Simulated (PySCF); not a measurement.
## H2O4S: core ionisation energies

Compound: sulfuric acid, H2O4S.
Atom-mapped SMILES: `[O:1]=[S:2](=[O:3])([OH:4])[OH:5]`

Cartesian coordinates in Å at the GFN2-xTB level; atoms count from 1:
```xyz
7
H2O4S angstrom
O     -0.9595   -0.4063   -1.2999
S     -0.4047   -0.1189   -0.0293
O     -1.1686   -0.2199    1.1585
O      0.2261    1.3346   -0.0737
O      0.9017   -1.0012    0.1368
H      0.2273    1.6597    0.8250
H      1.1810   -1.2431   -0.7446
```

Theory: delta-SCF UKS SCAN, pcX-2 on the ionised atom, pcseg-1 elsewhere, spin-free X2C in PySCF. These are vertical core ionisation energies against the vacuum level, from separate self-consistent calculations with and without the core hole.

Q: List the computed XPS lines with their assignment.

A: 
```json
{"atom(s)": "O1/O3", "bonded to": "S (double bond)", "level": "O 1s", "binding energy (eV)": "539.12", "above the level's lowest (eV)": "0.00", "count": "2"}
{"atom(s)": "O4/O5", "bonded to": "S and H", "level": "O 1s", "binding energy (eV)": "540.94", "above the level's lowest (eV)": "+1.82", "count": "2"}
{"atom(s)": "S2", "bonded to": "2 O (double bond) and 2 O", "level": "S 1s", "binding energy (eV)": "2485.38", "above the level's lowest (eV)": "0.00", "count": "1"}
```

The listed O 1s values span 1.82 eV, from O1/O3 (bonded to S (double bond)) to O4/O5 (bonded to S and H). Summing the Pauling electronegativity differences to the bonded atoms, each weighted by its formal bond order, gives -1.72 for the lowest site and -2.10 for the highest; the largest sum, -1.72, belongs to O1/O3, 1.82 eV below the top. The smallest sum, -2.10, belongs to O4/O5, 1.82 eV above the lowest.

Q: Which effective nuclear charge Zeff reproduces each element's mean 1s value in the hydrogen-like formula E = 13.606 eV × Zeff²?

A: O (Z = 8): mean 540.0 eV, Zeff = 6.30, Z − Zeff = 1.70; S (Z = 16): mean 2485.4 eV, Zeff = 13.52, Z − Zeff = 2.48. Means run over the listed sites, weighted by atom count.

Q: Give the binding energy of S 1s of S2 in hartree and in kJ/mol.

A: 2485.38 eV = 91.3360 Eh = 239803 kJ/mol.

Atoms equivalent by their bonding share one computed value, that of the first of them. Not every level is listed. Isolated species at its GFN2-xTB geometry (one conformer only).

On Arm Neoverse V2, one thread, shared host, this took 13 s.
